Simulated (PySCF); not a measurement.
Simulated outer-valence photoelectron spectrum of `[SiH2](P)C`. Level of theory: EOM-IP-CCSD/aug-cc-pVDZ in PySCF, restricted Hartree–Fock reference, frozen core, non-relativistic, gas phase, PBE0-D3(BJ)/def2-SVP geometry.

Each root has a Gaussian of 0.3 eV full width with its one-hole share as area; cross sections and vibrations are left out, and the highest printed point is 100.

```tsv
ionisation energy (eV)	intensity
9.2	2
9.4	32
9.6	45
9.8	5
10.0	0
10.2	0
10.4	0
10.6	0
10.8	16
11.0	52
11.2	15
11.4	13
11.6	52
11.8	18
12.0	16
12.2	52
12.4	15
12.6	0
12.8	0
13.0	1
13.2	23
13.4	50
13.6	9
13.8	0
14.0	1
14.2	27
14.4	100
14.6	37
14.8	1
15.0	0
15.2	0
15.4	0
15.6	0
15.8	0
16.0	0
16.2	0
16.4	5
16.6	42
16.8	27
17.0	1
```

**Question.** Where are the maxima, and how many lines lie under the curve?

**Answer.** 7 maxima, at 9.5, 11.0, 11.6, 12.2, 13.4, 14.4 and 16.7 eV, from 8 lines. At this width some lines have no maximum of their own.

**Question.** List the lines with their holes.

**Answer.** 
| E (eV) | leading hole (HF orbital) | area | Koopmans (eV) |
| --- | --- | --- | --- |
| 9.53 | HOMO | 0.95 | 9.89 |
| 11.00 | HOMO-1 | 0.95 | 11.67 |
| 11.61 | HOMO-2 | 0.95 | 12.46 |
| 12.20 | HOMO-3 | 0.94 | 13.02 |
| 13.36 | HOMO-4 | 0.94 | 14.16 |
| 14.38 | HOMO-5 | 0.95 | 15.36 |
| 14.45 | HOMO-6 | 0.95 | 15.44 |
| 16.66 | HOMO-7 | 0.86 | 18.33 |

The widest gap, 2.21 eV, lies between 14.45 and 16.66 eV. Only orbitals with −ε under 21 eV, eight at most, were ionised, so the high end of the curve may lack lines.

Conformer computed: `[CH3:1][SiH2:2][PH2:3]`: H–P3–Si2–C1 76°, H–P3–Si2–C1 170°.

One conformer stands for the species.
